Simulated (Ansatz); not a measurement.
**A relaxation, step by step**

CH$_{4}$ClO (charge -1), singlet, PBE0-D4/def2-TZVPD (Ansatz 0.2.0). Settings:

```yaml
hamiltonian: {xc: pbe0, dispersion: d4}
relax: {f_tol: 0.005, max_steps: 200}
```

Start, a step off a saddle point along its unstable mode:

```
atom    x (Å)    y (Å)    z (Å)
 Cl1  -2.3867  -0.6300   0.8382
  C2  -0.1578  -0.1220   0.1054
  O3   1.6084   0.2048  -0.3971
  H4  -0.5864  -0.1865  -0.8765
  H5  -0.2715   0.7708   0.6884
  H6   0.1165  -1.0304   0.6033
  H7   1.6773   0.9932  -0.9616
```

```json
{"step": "1", "energy less the last (meV)": "1907.6", "largest force component (eV/Å)": "2.735"}
{"step": "2", "energy less the last (meV)": "1404.8", "largest force component (eV/Å)": "3.647"}
{"step": "3", "energy less the last (meV)": "703.5", "largest force component (eV/Å)": "1.822"}
{"step": "4", "energy less the last (meV)": "536.1", "largest force component (eV/Å)": "0.632"}
{"step": "5", "energy less the last (meV)": "508.5", "largest force component (eV/Å)": "0.346"}
{"step": "6", "energy less the last (meV)": "498.3", "largest force component (eV/Å)": "0.066"}
{"step": "7", "energy less the last (meV)": "495.4", "largest force component (eV/Å)": "0.043"}
{"step": "8", "energy less the last (meV)": "492.7", "largest force component (eV/Å)": "0.293"}
{"step": "9", "energy less the last (meV)": "487.3", "largest force component (eV/Å)": "0.120"}
{"step": "10", "energy less the last (meV)": "481.7", "largest force component (eV/Å)": "0.218"}
{"step": "11", "energy less the last (meV)": "478.0", "largest force component (eV/Å)": "0.418"}
{"step": "12", "energy less the last (meV)": "467.3", "largest force component (eV/Å)": "0.335"}
{"step": "13", "energy less the last (meV)": "450.9", "largest force component (eV/Å)": "0.342"}
{"step": "14", "energy less the last (meV)": "429.0", "largest force component (eV/Å)": "0.441"}
{"step": "15", "energy less the last (meV)": "396.2", "largest force component (eV/Å)": "0.499"}
{"step": "16", "energy less the last (meV)": "349.5", "largest force component (eV/Å)": "0.531"}
{"step": "17", "energy less the last (meV)": "284.5", "largest force component (eV/Å)": "0.450"}
{"step": "18", "energy less the last (meV)": "203.0", "largest force component (eV/Å)": "0.351"}
{"step": "19", "energy less the last (meV)": "111.9", "largest force component (eV/Å)": "0.218"}
{"step": "20", "energy less the last (meV)": "40.0", "largest force component (eV/Å)": "0.117"}
{"step": "21", "energy less the last (meV)": "11.0", "largest force component (eV/Å)": "0.299"}
{"step": "22 (rejected trial)", "energy less the last (meV)": "31.6", "largest force component (eV/Å)": "0.731"}
{"step": "23", "energy less the last (meV)": "1.6", "largest force component (eV/Å)": "0.139"}
{"step": "24", "energy less the last (meV)": "0.1", "largest force component (eV/Å)": "0.025"}
{"step": "25", "energy less the last (meV)": "0.0", "largest force component (eV/Å)": "0.006"}
{"step": "26", "energy less the last (meV)": "0.0", "largest force component (eV/Å)": "0.000"}
```

Step 16, positions (Å) and forces (eV/Å):

| atom | x | y | z | Fx | Fy | Fz |
| --- | --- | --- | --- | --- | --- | --- |
| Cl1 | -2.859 | 0.636 | 0.115 | 0.093 | 0.058 | -0.055 |
| C2 | 0.474 | -0.414 | 0.177 | 0.187 | 0.035 | -0.062 |
| O3 | 1.078 | 0.623 | -0.599 | -0.531 | 0.070 | 0.056 |
| H4 | -0.310 | -0.936 | -0.382 | 0.104 | 0.016 | 0.019 |
| H5 | -0.013 | -0.018 | 1.076 | 0.091 | -0.026 | -0.050 |
| H6 | 1.277 | -1.115 | 0.457 | -0.184 | 0.198 | -0.088 |
| H7 | 0.353 | 1.223 | -0.844 | 0.239 | -0.352 | 0.179 |

Step 21, positions (Å) and forces (eV/Å):

```json
{"atom": "Cl1", "x": "-2.403", "y": "1.240", "z": "-0.357", "Fx": "0.061", "Fy": "0.017", "Fz": "-0.022"}
{"atom": "C2", "x": "0.540", "y": "-0.487", "z": "0.214", "Fx": "0.023", "Fy": "0.065", "Fz": "-0.047"}
{"atom": "O3", "x": "0.621", "y": "0.684", "z": "-0.553", "Fx": "-0.299", "Fy": "-0.138", "Fz": "0.143"}
{"atom": "H4", "x": "-0.142", "y": "-1.225", "z": "-0.236", "Fx": "0.062", "Fy": "-0.011", "Fz": "0.007"}
{"atom": "H5", "x": "0.163", "y": "-0.289", "z": "1.229", "Fx": "0.056", "Fy": "-0.019", "Fz": "-0.009"}
{"atom": "H6", "x": "1.541", "y": "-0.932", "z": "0.290", "Fx": "-0.051", "Fy": "0.046", "Fz": "-0.019"}
{"atom": "H7", "x": "-0.320", "y": "1.009", "z": "-0.588", "Fx": "0.148", "Fy": "0.041", "Fz": "-0.052"}
```

Step 23, positions (Å) and forces (eV/Å):

```csv
atom,x,y,z,Fx,Fy,Fz
Cl1,-2.392,1.325,-0.409,-0.023,0.018,-0.007
C2,0.547,-0.500,0.220,-0.106,0.139,-0.062
O3,0.565,0.675,-0.540,-0.012,-0.135,0.084
H4,-0.105,-1.271,-0.219,0.020,0.030,0.012
H5,0.195,-0.327,1.249,0.011,-0.009,-0.032
H6,1.565,-0.903,0.271,0.042,0.026,-0.024
H7,-0.376,1.001,-0.573,0.068,-0.068,0.029
```

Last step (26):

Cl1  (-2.406, 1.363, -0.426)
C2  (0.551, -0.503, 0.221)
O3  (0.552, 0.667, -0.535)
H4  (-0.090, -1.285, -0.214)
H5  (0.204, -0.339, 1.252)
H6  (1.577, -0.890, 0.265)
H7  (-0.389, 0.987, -0.563)
(Å)

The run took about 66 s on 2 CPU threads of an Arm Neoverse V2 (shared host).
